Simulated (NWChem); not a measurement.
# water (H₂O); SMILES O

Results from NWChem. Each level has its own optimisation. Computed dipoles belong to the equilibrium geometry; the measured one is vibrationally averaged.

Measured dipole moment: 1.85 D (NIST CCCBDB, as tabulated in the package chemicals).

```json
[
 {"level": "PBE0/cc-pVDZ", "dipole moment (D)": "___", "computed − measured": "___"},
 {"level": "PBE0/aug-cc-pVDZ", "dipole moment (D)": "___", "computed − measured": "___"},
 {"level": "PBE0/cc-pVTZ", "dipole moment (D)": "1.92", "computed − measured": "+0.07"},
 {"level": "PBE0/aug-cc-pVTZ", "dipole moment (D)": "1.85", "computed − measured": "0.00"}
]
```

Fill in the missing entries.


- PBE0/cc-pVDZ, dipole moment (D): 1.96
- PBE0/cc-pVDZ, computed − measured: +0.11
- PBE0/aug-cc-pVDZ, dipole moment (D): 1.87
- PBE0/aug-cc-pVDZ, computed − measured: +0.02
